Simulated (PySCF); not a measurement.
Species: C5H9F.
Z-matrix (Å and degrees, PBE0-D3(BJ)/def2-SVP geometry), rows numbered from 1:
```
C 
C   1  1.4912
C   2  1.3398  1  127.79
C   3  1.4982  2  126.22  1     0.22
C   3  1.5013  2  120.15  1   179.99
F   5  1.3679  3  112.95  2    -2.11
H   1  1.0986  2  113.37  3    -1.01
H   1  1.1029  2  110.73  3  -122.19
H   1  1.1031  2  110.76  3   120.26
H   2  1.0950  1  116.04  3   179.95
H   4  1.0969  3  112.47  2    -3.45
H   4  1.1037  3  111.05  2   117.33
H   4  1.1035  3  111.13  2  -124.22
H   5  1.1071  3  109.88  2   119.08
H   5  1.1070  3  109.92  2  -123.45
```

Lines to be assigned: C 1s: 289.95 (area 1), 290.32 (area 1), 290.69 (area 1), 290.91 (area 1), 292.99 (area 1) eV; F 1s: 692.40 eV.

The calculation used delta-SCF UKS SCAN, pcX-2 on the ionised atom, pcseg-1 elsewhere, spin-free X2C in PySCF. Geometry: PBE0-D3(BJ)/def2-SVP, one conformer, isolated molecule.

Question: Assign the C 1s lines to atoms.

Answer: 289.95 eV: C2 (alkene CH carbon); 290.32 eV: C3 (fully substituted alkene carbon); 290.69 eV: C1 (allylic carbon); 290.91 eV: C4 (allylic carbon); 292.99 eV: C5 (sp3 C–F carbon). Lowest listed C 1s: C2, bonded to C (double bond), C and H. Highest, 3.04 eV above it: C5, bonded to F, C and 2 H. The widest gap between neighbouring values is 2.08 eV, between 290.91 and 292.99 eV. Summing the Pauling electronegativity differences to the bonded atoms, each weighted by its formal bond order, gives -0.35 for the lowest site and +0.73 for the highest; no listed site has a larger sum than the highest. The smallest sum, -1.05, belongs to C1, 0.74 eV above the lowest.

Bonded neighbours of each site: C1: C and 3 H; C2: C (double bond), C and H; C3: C (double bond) and 2 C; C4: C and 3 H; C5: F, C and 2 H; F6: C.

Question: Which photon energy gives electrons from C 1s of C3 a kinetic energy of 100 eV, and what is their de Broglie wavelength?

Answer: hν = 290.32 + 100 = 390.32 eV, recoil neglected; λ = 12.264 Å/√(E/eV) = 1.23 Å.

The run took 47 s of wall time on an Arm Neoverse V1 with one thread, shared host with 32 logical CPUs at a one-minute load of 15, and the process peaked at 0.60 GiB of memory.
